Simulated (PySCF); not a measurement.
methanol cation (CH4O), SMILES CO (connectivity only; charge and spin as stated), charge +1, multiplicity 2. Geometry: ωB97X-D3(BJ)/def2-TZVP. The spin state was assumed, not searched.

All values below come from ωB97X-D3(BJ)/def2-TZVP in PySCF.

Harmonic wavenumbers (cm⁻¹): 289, 916, 975, 1049, 1239, 1256, 1290, 1487, 2722, 2792, 3213, 3592. Rotational constants (GHz): 125.7, 26.82, 25.14; symmetry number 1.

Problem. Work out the zero-point energy and the ideal-gas rigid-rotor harmonic-oscillator thermochemistry at 298.15 K and 1 atm.

Solution. ZPE = ½ Σ hcν = ½ × 20820 cm⁻¹ = 29.76 kcal/mol. H − E(el) = 32.51 kcal/mol. Entropy in cal/(mol K): translation 36.33, rotation 18.88, vibration 1.90, spin 1.38, total 58.48. G − E(el) = 15.07 kcal/mol. Cp = 11.44 cal/(mol K).
